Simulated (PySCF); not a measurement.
**Solvent effects on NMR parameters**

Geometry (Å), atoms numbered from 1 in this order:
```xyz
13

C     1.8763   -0.0405    0.0753
N     0.4209   -0.0065    0.0172
C    -0.4030   -1.1106    0.0234
C    -1.6869   -0.6558   -0.0470
N    -1.6070    0.7127   -0.0962
C    -0.3295    1.0901   -0.0560
H     2.2636    0.9843    0.0448
H     2.2653   -0.6005   -0.7852
H     2.1965   -0.5223    1.0085
H    -0.0134   -2.1245    0.0786
H    -2.6326   -1.1920   -0.0667
H    -2.3962    1.3516   -0.1528
H     0.0373    2.1148   -0.0792
```

Total charge +1.

GIAO PBE0/pcSseg-1 in PySCF 2.14 on one PBE0-D3(BJ)/def2-SVP conformer, non-relativistic, equivalent nuclei averaged. Solvents enter as an IEF-PCM continuum (chloroform with ε = 4.7, acetonitrile with ε = 35.7) around the gas-phase geometry. Shifts are referred to TMS computed in the same medium.

Gas phase, δ in ppm: C6 137.3, C3 131.3, C4 128.2, C1 38.1, H12 9.25, H13 7.97, H11 7.74, H10 7.69, H7/H8/H9 4.18. Dipole moment 1.45 D.

Question: How does each δ change in the continuum?

Answer: 
```json
{"atoms": "C6", "environment": "aromatic CH between two ring heteroatoms", "Δδ, chloroform": "+2.7", "Δδ, acetonitrile": "+3.9"}
{"atoms": "C3", "environment": "aromatic CH next to a ring nitrogen", "Δδ, chloroform": "-0.1", "Δδ, acetonitrile": "-0.2"}
{"atoms": "C4", "environment": "aromatic CH next to a ring nitrogen", "Δδ, chloroform": "-0.1", "Δδ, acetonitrile": "-0.1"}
{"atoms": "C1", "environment": "methyl carbon bonded to N", "Δδ, chloroform": "+0.5", "Δδ, acetonitrile": "+0.6"}
{"atoms": "H12", "environment": "hydrogen on a pyrrole-type ring nitrogen", "Δδ, chloroform": "+0.38", "Δδ, acetonitrile": "+0.52"}
{"atoms": "H13", "environment": "hydrogen on an aromatic CH between two ring heteroatoms", "Δδ, chloroform": "+0.19", "Δδ, acetonitrile": "+0.28"}
{"atoms": "H11", "environment": "hydrogen on an aromatic CH next to a ring nitrogen", "Δδ, chloroform": "-0.03", "Δδ, acetonitrile": "-0.04"}
{"atoms": "H10", "environment": "hydrogen on an aromatic CH next to a ring nitrogen", "Δδ, chloroform": "-0.02", "Δδ, acetonitrile": "-0.03"}
{"atoms": "H7/H8/H9", "environment": "hydrogen on a methyl carbon bonded to N", "Δδ, chloroform": "-0.08", "Δδ, acetonitrile": "-0.10"}
```

Changes are relative to the gas phase. The dipole moment becomes 1.85 D in chloroform, 2.02 D in acetonitrile.

Question: Which nuclei move most (in ppm), and what does the model miss?

Answer: C6 (aromatic CH between two ring heteroatoms, +3.9 ppm) in acetonitrile. A continuum only polarises the solute; specific hydrogen bonds, the anisotropy of aromatic solvents and changes of geometry or conformer are outside it, as are counter-ions.
